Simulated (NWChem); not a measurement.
System: sulfur dioxide (SO$_{2}$); SMILES S(=O)=O

Computed with NWChem. Pople sets run with spherical d functions. Structure relaxed at the PBE0/def2-SVP level. Core excitations by TDA in a window of 1s orbitals, non-relativistic and unshifted: absolute energies depend strongly on the exact-exchange share.

For level S K edge, PBE/6-311G**:

| Item | Value |
|---|---|
| first 1s excitation (eV) | 2396.0 |
| dipole oscillator strength of the first | 0.0050 |
| first state with f > 0.002 (eV) | 2396.0 |
| dipole oscillator strength of that state | 0.0050 |

Task: How do the values read with level S K edge, BHandHLYP/6-311G** instead?

Result: 
| Quantity | Result |
|---|---|
| first 1s excitation (eV) | 2446.0 |
| dipole oscillator strength of the first | 0.0092 |
| first state with f > 0.002 (eV) | 2446.0 |
| dipole oscillator strength of that state | 0.0092 |
